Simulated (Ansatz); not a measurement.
Ideal-gas functions of BH5OSi, SMILES `BO[SiH3]` at 800 K and 1 bar, from an Ansatz frequency run at PBE0-D4/def2-TZVP.

Molar mass 59.94 g/mol, point group Cs (symmetry number 1), electronic degeneracy 1, moments of inertia 11.876, 86.784, 92.718 u Å². Harmonic wavenumbers (cm⁻¹, unscaled): 92, 204, 279, 714, 728, 758, 949, 955, 966, 1021, 1059, 1229, 1396, 2234, 2253, 2254, 2538, 2635.

Use S(trans) = R[1.5 ln M + 2.5 ln T − 1.1517]; rotational temperatures θ = 24.2544 K / I; S(rot) = R[ln(√π/σ · √(T³/θAθBθC)) + 1.5]; for each mode x = 1.438777 ν̃/T, S = R[x/(eˣ − 1) − ln(1 − e⁻ˣ)] and H = RT x/(eˣ − 1); 1 cm⁻¹ = 0.0119627 kJ/mol; R = 8.31446 J/(mol·K).

By hand: the entropy, in J/(mol·K).

Translation 180.4. Rotation: θ = 2.0423, 0.2795, 0.2616 K, giving 108.5. Vibration, mode by mode: 23.28, 16.70, 14.13, 6.78, 6.64, 6.35, 4.81, 4.77, 4.69, 4.34, 4.11, 3.23, 2.55, 0.76, 0.74, 0.74, 0.49, 0.42, in all 105.6. Electronic 0.0. Sum 394.5 J/(mol·K).

By hand: H − E and G − E in kJ/mol, counted from the electronic energy.

Zero-point energy ½ × 22264 × 0.0119627 = 133.2; thermal vibration 43.7; translation, rotation and pV give 4 RT = 26.6. H − E = 203.5 kJ/mol, and G − E = 203.5 − 800 × 394.5/1000 = -112.1 kJ/mol.

Vibration gives 27 % of the entropy, 23.3 J/(mol·K) of it from the mode under 150 cm⁻¹: soft modes count most, and the harmonic formula is weakest for them.
